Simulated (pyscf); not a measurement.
## Addition across a multiple bond or ene-type step: S=Ge: [singlet] + H₂S -> HS–Ge:–SH [singlet]

Gas phase, singlet surface, charge 0. Bonds broken: S3–H4. Bonds formed: Ge1–S3, S2–H4. PySCF, gas phase, ωB97X-D3(BJ)/def2-SVP geometries. Correlated levels are frozen-core, on RHF or UHF. ΔMP2 is the change of the MP2 total energy from the triple- to the quadruple-zeta basis.

Transition state (Å):

```xyz
5

Ge     1.2481     1.5718    -0.0751
S      0.3504     1.2644    -1.9653
S     -0.3809    -0.2284     0.6890
H     -0.3964     0.1972    -0.8458
H      0.5100    -1.2248     0.5081
```

One imaginary mode, 1266i cm⁻¹; descent along it reached the two sides named, in the forms told below.

```json
[
 {"bond": "S3–H4", "change": "breaks", "reactant side (Å)": "1.347", "saddle": "1.593", "product side": "2.8"},
 {"bond": "Ge1–S3", "change": "forms", "reactant side (Å)": "3.1", "saddle": "2.545", "product side": "2.227"},
 {"bond": "S2–H4", "change": "forms", "reactant side (Å)": "3.1", "saddle": "1.718", "product side": "1.349"}
]
```

Electronic energies relative to the separated reactants (kcal/mol):

| level | barrier | reaction energy | reverse barrier |
|---|---|---|---|
| ωB97X-D3(BJ)/def2-TZVP | 7.2 | -25.5 | 32.7 |
| PBE/def2-TZVP | 2.7 | -20.3 | 23.0 |
| r²SCAN/def2-TZVP | 4.8 | -21.4 | 26.3 |
| B3LYP-D3(BJ)/def2-TZVP | 7.9 | -20.0 | 27.9 |
| PBE0-D3(BJ)/def2-TZVP | 4.1 | -23.0 | 27.1 |
| M06-2X/def2-TZVP | 9.5 | -21.1 | 30.6 |
| ωB97M-D3(BJ)/def2-TZVP | 11.8 | -19.0 | 30.8 |
| HF/def2-TZVP | 28.6 | -14.3 | 42.9 |
| MP2/def2-QZVPP | 9.8 | -17.3 | 27.1 |
| CCSD/def2-TZVPP | 16.3 | -16.6 | 32.9 |
| CCSD(T)/def2-TZVPP | 13.4 | -16.3 | 29.7 |
| CCSD(T)/def2-TZVPP + ΔMP2(QZVPP) | 12.7 | -16.5 | 29.2 |

With CCSD(T)/def2-TZVPP + ΔMP2(QZVPP) energies and thermal terms (ideal gas, 1 atm, RRHO with modes under 100 cm⁻¹ raised to 100, one conformer, R ln 2 for rigid chiral ones), in kcal/mol:

| T (K) | ΔH‡ | ΔG‡ | ΔH | ΔG |
|---|---|---|---|---|
| 298 | 10.9 | 20.1 | -15.6 | -6.4 |
| 600 | 11.2 | 29.4 | -14.8 | +2.6 |
| 900 | 11.8 | 38.3 | -13.9 | +11.1 |
| 1200 | 12.4 | 47.1 | -13.0 | +19.3 |

On the reactant side the descent ends in a complex, 5.7 kcal/mol under the separated species and 12.9 kcal/mol under the saddle at ωB97X-D3(BJ)/def2-TZVP. This is the saddle that the search found; another between the same sides may lie lower. The CCSD(T) − MP2 part came from Ansatz, without density fitting, on the same reference. The frozen core leaves the outer d or s,p core shells of the metals and heavy elements correlated in the MP2 and CC values, and def2-TZVPP describes them poorly, which can shift differences by a few kcal/mol. Elements up to Kr have no core potential and no relativistic terms here.
